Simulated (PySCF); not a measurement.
C3H8NO (doublet state).
Cartesian coordinates in Å at the GFN2-xTB level; atoms count from 1:
```xyz
13
C3H8NO angstrom
C     -2.0392    0.3985    0.6047
C     -0.8514   -0.5137    0.3422
O      0.2953    0.2822    0.1476
C      1.4761   -0.4267   -0.0074
N      2.5597    0.3158   -0.4619
H     -2.9376   -0.1961    0.7449
H     -1.8630    0.9939    1.4967
H     -2.1824    1.0706   -0.2371
H     -1.0329   -1.1304   -0.5506
H     -0.6910   -1.1921    1.1943
H      1.6669   -1.2296    0.6929
H      3.3392    0.4094    0.1841
H      2.2558    1.2188   -0.8038
```

The hyperfine couplings belong to this conformer and change with its torsions.

The species is `CCO[CH]N` [radical].

Level of theory: UKS B3LYP, pcH-1 on C H N O, non-relativistic, mean-field spin-orbit, GIAO (PySCF). Geometry: GFN2-xTB, one conformer, isolated molecule. The geometry wasn't refined by DFT: couplings that depend on bond lengths, twists or pyramidal angles can differ widely from those at the functional's own minimum. Stability of the SCF solution: not tested.

Mulliken spin populations: C1 0.000, C2 -0.013, O3 +0.080, C4 +0.809, N5 +0.092, H6 0.000, H7 0.000, H8 0.000, H9 +0.021, H10 +0.003, H11 -0.021, H12 +0.032, H13 -0.004.

Question: Give the computed dipolar 1H tensors of H6, H7, H8, H9, H10, H12, H13.

Answer: 
```tsv
atom	position	distance from C4 (Å)	T1 (MHz)	T2	T3
H6	4 bonds from C4	4.48	-0.94	-0.84	1.78
H7	4 bonds from C4	3.93	-1.52	-1.35	2.87
H8	4 bonds from C4	3.96	-1.53	-1.31	2.85
H9	γ, 3 bonds from C4	2.66	-5.01	-3.30	8.30
H10	γ, 3 bonds from C4	2.59	-3.58	-3.17	6.75
H12	β, 2 bonds from C4	2.05	-8.15	-5.20	13.35
H13	β, 2 bonds from C4	1.99	-7.55	-5.57	13.12
```

Question: Estimate them with point dipoles: put each population ρk at its nucleus, leave out the nucleus itself and the atom bound to it, and sum T = Σ [ρk/(2S)]·C·(3 n nᵀ − 1)/r³ with C = μ0 gₑ μB g_N μN/(4π h) = 79.06 MHz Å³.

Answer: 
```csv
atom,T1 (MHz),T2,T3,"T3, computed",difference in T3 (%)
H6,-0.93,-0.84,1.76,1.78,-1
H7,-1.41,-1.40,2.81,2.87,-2
H8,-1.47,-1.33,2.80,2.85,-2
H9,-4.14,-3.76,7.89,8.30,-5
H10,-4.32,-3.87,8.19,6.75,+21
H12,-7.66,-7.40,15.05,13.35,+13
H13,-8.95,-7.40,16.35,13.12,+25
```

Question: If all the spin sat on C4, T∥ = 2C/r³. What distance does the computed T3 of H9 then imply?

Answer: r = (2 × 79.06/8.30)^(1/3) = 2.67 Å, against 2.66 Å in the structure.

The run took 38 s (grids of density and orbitals included) on Arm Neoverse N1, one thread, shared host with 64 logical CPUs at a one-minute load of 17, and the process peaked at 0.78 GiB of memory.
